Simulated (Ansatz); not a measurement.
A nudged elastic band was laid between two geometries of C$_{3}$H$_{7}$NS (12 atoms, charge 0, multiplicity 1).

Method: RKS PBE-D4/6-31G* (Ansatz).

| Property | Result |
| --- | --- |
| movable images | 7 |
| climbing image | yes |
| spring | 5.0 eV/Å² |
| optimiser | quadratic models (default) |
| start path | through a guess of the saddle point |
| force threshold | 0.05 eV/Å |
| iteration limit | 37 |
| end points | relaxed |

First end point:

```xyz
12
Properties=species:S:1:pos:R:3
N -0.503 1.228 2.034
C -0.588 0.642 0.775
C 0.441 0.177 0.029
C 0.237 -0.569 -1.246
S 0.588 -2.388 -0.973
H 0.432 1.539 2.301
H -1.206 1.938 2.234
H -1.620 0.508 0.423
H 1.473 0.287 0.386
H 0.922 -0.220 -2.037
H -0.800 -0.458 -1.606
H 0.700 -2.739 -2.286
```

Last end point:

```xyz
12
Properties=species:S:1:pos:R:3
N -0.470 1.557 1.834
C -0.575 0.743 0.709
C 0.447 0.197 0.010
C 0.238 -0.575 -1.248
S 0.566 -2.388 -0.920
H 0.428 1.504 2.318
H -1.249 1.488 2.489
H -1.605 0.626 0.348
H 1.478 0.291 0.376
H 0.931 -0.257 -2.046
H -0.795 -0.459 -1.616
H 0.685 -2.781 -2.221
```

(1) Which bonds break or form, and what moves?

(2) What energy profile does the band end with?

(3) What is the geometry of the highest image?

(4) What are the harmonic wavenumbers there?

Results:

(1) No bond is made or broken. The height of N1 over the plane of its neighbours goes from 0.28 to -0.29 Å.

(2) It converged. The highest image is number 4 of 0 to 8, 4.1 kJ/mol above the first end and 4.8 kJ/mol above the last; the last end lies 0.7 kJ/mol below the first. A vibrational analysis at the climbing image gives one clearly imaginary mode, 443i cm⁻¹: a first-order saddle point.

| image | path coordinate (Å) | energy (kJ/mol) | height of N1 over the plane of its neighbours (Å) |
| --- | --- | --- | --- |
| 0 | 0.00 | 0.0 | 0.28 |
| 1 | 0.11 | 0.1 | 0.27 |
| 2 | 0.22 | 1.0 | 0.22 |
| 3 | 0.33 | 3.0 | 0.12 |
| 4 | 0.44 | 4.1 | 0.00 |
| 5 | 0.54 | 3.1 | -0.10 |
| 6 | 0.64 | 0.9 | -0.20 |
| 7 | 0.74 | -0.4 | -0.26 |
| 8 | 0.85 | -0.7 | -0.29 |

(3) 
```xyz
12
Properties=species:S:1:pos:R:3
N -0.474 1.374 1.926
C -0.562 0.688 0.739
C 0.466 0.195 0.003
C 0.248 -0.569 -1.255
S 0.561 -2.394 -0.949
H 0.424 1.553 2.364
H -1.299 1.731 2.390
H -1.592 0.549 0.388
H 1.499 0.304 0.357
H 0.939 -0.255 -2.056
H -0.786 -0.447 -1.619
H 0.652 -2.783 -2.253
```

(4) 443i, 82, 173, 217, 286, 307, 453, 503, 647, 762, 813, 906, 935, 987, 1091, 1168, 1230, 1270, 1302, 1342, 1460, 1620, 1710, 2579, 2994, 3047, 3098, 3106, 3559, 3681 cm⁻¹.

Run time: 7.3 min on 1 thread of Intel(R) Xeon(R) Processor @ 2.50GHz (Skylake/Cascade Lake) (shared host), peak memory 0.2 GiB.
